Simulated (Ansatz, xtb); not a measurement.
# Redistribution: C2H3Cl2F + C2H2ClF → CCl3F + C3H5F

Species: C2H3Cl2F (1,1-dichloro-1-fluoroethane) `CC(F)(Cl)Cl`, singlet; C2H2ClF (1-chloro-2-fluoroethylene) `F/C=C/Cl`, singlet; CCl3F (trichlorofluoromethane) `FC(Cl)(Cl)Cl`, singlet; C3H5F `C/C=C/F`, singlet. The partners trade CH3 for Cl; both sit on C, so the bond types are kept.

Shapes, held fixed at every level: PBE0-D4/def2-TZVP. Programs: Ansatz 0.2.0, xtb 6.7.1, xtb 6.7.1 later snapshot. The zero-point and thermal change to 298 K, harmonic and unscaled (PBE0-D4/def2-TZVP), is -1.3 kJ/mol.

| level | kind | ΔH(298 K) (kJ/mol) | less CCSD(T)/CBS estimate |
| --- | --- | --- | --- |
| GFN0-xTB | semi-empirical | -18.3 | -48.0 |
| r2SCAN-D4/def2-TZVPP | meta-GGA | +28.8 | -0.9 |
| PBE0-D4/def2-TZVPP | global hybrid | +28.4 | -1.3 |
| wB97M-V/def2-TZVPP | range-separated hybrid | +28.4 | -1.3 |
| CCSD(T)/def2-SVP | coupled cluster or CI | +30.9 | +1.2 |
| CCSD/def2-SVP | coupled cluster or CI | +31.9 | +2.2 |
| CCSD(T)/def2-TZVPP | coupled cluster or CI | +32.0 | +2.3 |
| CCSD/def2-TZVPP | coupled cluster or CI | +33.0 | +3.3 |
| CCSD(T)/CBS estimate | coupled cluster or CI | +29.7 | 0.0 |

The highest level, CCSD(T)/CBS estimate, gives ΔH(298 K) = +29.7 kJ/mol; the levels span -18.3 to +33.0. They disagree on the sign: 8 of 9 are positive. The column of differences is taken from that level and isn't an error. No measured value is set beside it here. The CBS estimate extrapolates MP2 from def2-TZVPP and def2-QZVPP and adds CCSD(T) − MP2 in the triple-zeta set, cores frozen.
